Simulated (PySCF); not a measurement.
# Isomers of C5H10S: computed energies against enthalpies of formation

**What was measured.**

From CRC Handbook of Chemistry and Physics, for the gas at 298.15 K: enthalpy of formation of `C1CCSCC1` -63.5 kJ/mol; enthalpy of formation of `SC1CCCC1` -48.1 kJ/mol.

How close the calculation comes is told at the end.

Differences of these values give the isomerisation enthalpies. Geometries: PBE0-D3(BJ)/def2-TZVP; runs in PySCF, gas phase, with a dispersion term only where the level names one. Total electronic energies (Eh):

```csv
SMILES,PBE0-D3(BJ)/def2-TZVP,PBE0/pcSseg-2
C1CCSCC1,-594.46928,-594.46568
SC1CCCC1,-594.46041,-594.45690
```

Zero-point and thermal terms are left out, so the computed numbers are electronic energies.

**Comparison with experiment**

Relative to `C1CCSCC1`, the lowest by measurement, in kJ/mol (measured: enthalpies at 298.15 K; computed: electronic energies):

```tsv
SMILES	measured	PBE0-D3(BJ)/def2-TZVP	PBE0/pcSseg-2
C1CCSCC1	0.0	0.0	0.0
SC1CCCC1	15.4	23.3	23.0
```

Measured values: -63.5 kJ/mol (298.15 K; CRC Handbook of Chemistry and Physics) for the first row; the others come from the same table. Unsigned miss: PBE0/pcSseg-2 7.6, PBE0-D3(BJ)/def2-TZVP 7.9 kJ/mol. One conformer stands for `SC1CCCC1`, not necessarily the lowest, while the measurement averages over conformers. Where a level misses, the cause wasn't examined.
